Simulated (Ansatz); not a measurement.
Born–Oppenheimer molecular dynamics of H$_{2}$MgS (4 atoms, charge 0, multiplicity 1). It starts from a relaxed structure.

Level of theory: Ansatz 0.2.0, RKS BLYP-D4/def2-SVP.

| Property | Result |
| --- | --- |
| ensemble | NVE (velocity Verlet) |
| time step | 0.5 fs |
| steps asked | 166 |
| starting velocities drawn for | 700 K |
| seed | 570684 |

Frames 0.5 fs apart, positions in Å, forces in eV/Å.

Velocities at 30.0 fs (Å/ps):

```
Mg 2.12 -1.53 2.65
S -1.60 1.67 -2.49
H -14.35 8.88 -13.40
H 14.11 -25.10 28.65
```

```xyz
4
Properties=species:S:1:pos:R:3:forces:R:3 time_fs=30.0 energy_less_start_eV=0.034 T=569
Mg -0.042 -0.771 0.275 0.34 -0.56 0.44
S -0.570 0.998 -1.089 -0.03 0.54 -0.21
H 0.433 -2.167 1.205 -0.16 0.33 -0.19
H 0.278 1.940 -0.547 -0.15 -0.31 -0.03
4
Properties=species:S:1:pos:R:3:forces:R:3 time_fs=30.5 energy_less_start_eV=0.026 T=600
Mg -0.041 -0.772 0.276 0.29 -0.48 0.36
S -0.571 0.999 -1.090 0.01 0.53 -0.16
H 0.426 -2.163 1.198 -0.13 0.26 -0.14
H 0.284 1.927 -0.532 -0.17 -0.31 -0.06
4
Properties=species:S:1:pos:R:3:forces:R:3 time_fs=31.0 energy_less_start_eV=0.019 T=625
Mg -0.040 -0.773 0.278 0.24 -0.39 0.28
S -0.572 0.999 -1.091 0.05 0.51 -0.11
H 0.418 -2.157 1.191 -0.10 0.18 -0.09
H 0.291 1.913 -0.518 -0.19 -0.30 -0.08
4
Properties=species:S:1:pos:R:3:forces:R:3 time_fs=31.5 energy_less_start_eV=0.014 T=645
Mg -0.039 -0.774 0.279 0.19 -0.29 0.20
S -0.572 1.000 -1.093 0.08 0.48 -0.06
H 0.410 -2.151 1.183 -0.07 0.10 -0.03
H 0.297 1.899 -0.504 -0.21 -0.29 -0.10
4
Properties=species:S:1:pos:R:3:forces:R:3 time_fs=32.0 energy_less_start_eV=0.011 T=658
Mg -0.038 -0.775 0.281 0.14 -0.19 0.11
S -0.573 1.001 -1.094 0.10 0.45 -0.02
H 0.402 -2.145 1.176 -0.03 0.01 0.03
H 0.302 1.884 -0.490 -0.21 -0.27 -0.12
4
Properties=species:S:1:pos:R:3:forces:R:3 time_fs=32.5 energy_less_start_eV=0.009 T=664
Mg -0.036 -0.775 0.282 0.09 -0.08 0.01
S -0.574 1.002 -1.095 0.12 0.40 0.02
H 0.394 -2.139 1.168 0.00 -0.08 0.10
H 0.307 1.868 -0.477 -0.21 -0.24 -0.13
4
Properties=species:S:1:pos:R:3:forces:R:3 time_fs=33.0 energy_less_start_eV=0.010 T=661
Mg -0.035 -0.776 0.283 0.03 0.03 -0.08
S -0.575 1.003 -1.096 0.13 0.35 0.05
H 0.386 -2.133 1.161 0.04 -0.18 0.17
H 0.312 1.851 -0.464 -0.20 -0.20 -0.13
4
Properties=species:S:1:pos:R:3:forces:R:3 time_fs=33.5 energy_less_start_eV=0.013 T=651
Mg -0.034 -0.777 0.285 -0.02 0.14 -0.18
S -0.575 1.004 -1.098 0.13 0.30 0.07
H 0.377 -2.127 1.154 0.07 -0.28 0.23
H 0.316 1.835 -0.451 -0.18 -0.16 -0.13
4
Properties=species:S:1:pos:R:3:forces:R:3 time_fs=34.0 energy_less_start_eV=0.017 T=634
Mg -0.033 -0.778 0.286 -0.07 0.25 -0.27
S -0.576 1.006 -1.099 0.13 0.24 0.10
H 0.369 -2.122 1.148 0.10 -0.37 0.30
H 0.320 1.818 -0.439 -0.16 -0.11 -0.13
4
Properties=species:S:1:pos:R:3:forces:R:3 time_fs=34.5 energy_less_start_eV=0.023 T=613
Mg -0.032 -0.779 0.288 -0.12 0.35 -0.35
S -0.577 1.007 -1.100 0.13 0.17 0.12
H 0.362 -2.119 1.143 0.13 -0.46 0.36
H 0.323 1.800 -0.426 -0.14 -0.06 -0.12
4
Properties=species:S:1:pos:R:3:forces:R:3 time_fs=35.0 energy_less_start_eV=0.029 T=588
Mg -0.031 -0.780 0.289 -0.17 0.44 -0.43
S -0.578 1.008 -1.101 0.12 0.11 0.13
H 0.354 -2.116 1.138 0.16 -0.53 0.41
H 0.326 1.783 -0.414 -0.11 -0.02 -0.11
4
Properties=species:S:1:pos:R:3:forces:R:3 time_fs=35.5 energy_less_start_eV=0.036 T=562
Mg -0.029 -0.781 0.290 -0.21 0.51 -0.50
S -0.578 1.009 -1.103 0.11 0.05 0.15
H 0.347 -2.114 1.134 0.18 -0.60 0.45
H 0.328 1.765 -0.403 -0.08 0.03 -0.10
```

Of the whole run (83 fs, mean temperature of the second half 304 K): The conserved energy stayed within 0.073 meV per atom of its start (net change 0.017 meV per atom), so the integration is sound. The temperature averaged 0.43 of the 700 K drawn at the start: a run that starts near a minimum puts about half its kinetic energy into the potential. A run of 0.083 ps of so small a system gives no equilibrium averages.

Time of the run: 72 s on 1 CPU thread of a shared host.
